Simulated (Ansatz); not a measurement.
Process, species as SMILES: Cl (HCl) → HCl+ (doublet, bonded as Cl) + e-
B3LYP-D3(BJ)/def2-TZVP geometries, fixed; electronic energies without zero-point terms.
Largest species:
```xyz
2

Cl     0.0000     0.0000    -0.0712
H      0.0000     0.0000     1.2108
```
Charge 0, spin multiplicity 1.

Energies in hartree at MP2 with Ansatz (an electronic-structure program); the adiabatic ionisation energy is their sum with the coefficients shown, times 27.2114 eV a hartree. All functions are spherical. Cores are frozen. Open shells are unrestricted. No added dispersion term, no relativity.

```json
[
 {"species": "Cl (HCl)", "coefficient": "-1", "part": "Hartree-Fock", "cc-pV(D+d)Z": "-460.09154", "cc-pV(T+d)Z": "-460.10776", "cc-pV(Q+d)Z": "-460.11172"},
 {"species": "Cl (HCl)", "coefficient": "-1", "part": "correlation", "cc-pV(D+d)Z": "-0.14916", "cc-pV(T+d)Z": "-0.20330", "cc-pV(Q+d)Z": "-0.22321"},
 {"species": "HCl+ (doublet, bonded as Cl)", "coefficient": "+1", "part": "Hartree-Fock", "cc-pV(D+d)Z": "-459.66733", "cc-pV(T+d)Z": "-459.68467", "cc-pV(Q+d)Z": "-459.68871"},
 {"species": "HCl+ (doublet, bonded as Cl)", "coefficient": "+1", "part": "correlation", "cc-pV(D+d)Z": "-0.11980", "cc-pV(T+d)Z": "-0.16116", "cc-pV(Q+d)Z": "-0.17626"}
]
```

**Question.** Predict the adiabatic ionisation energy in cc-pV(5+d)Z (X = 5): let each Hartree-Fock step shrink by the ratio of the last two, and fit each correlation energy at X = 3 and 4 to E + A/X^3. Compare with the run.

**Answer.** 
- Cl (HCl): steps -0.01622 and -0.00396, ratio 0.244, so Hartree-Fock -460.11269 (run: -460.11243); A = (-0.20330 - (-0.22321))/(1/27 - 1/64) = 0.9299, correlation -0.22321 - A/64 + A/125 = -0.23030 (run: -0.23141).
- HCl+ (doublet, bonded as Cl): steps -0.01734 and -0.00404, ratio 0.233, so Hartree-Fock -459.68965 (run: -459.68944); A = (-0.16116 - (-0.17626))/(1/27 - 1/64) = 0.7052, correlation -0.17626 - A/64 + A/125 = -0.18164 (run: -0.18262).
Predicted 12.836 eV; the run in cc-pV(5+d)Z gives 12.838, a miss of -0.002. Keeping the value in cc-pV(Q+d)Z, 12.788, would miss by -0.050. All sums are of the energies as printed.
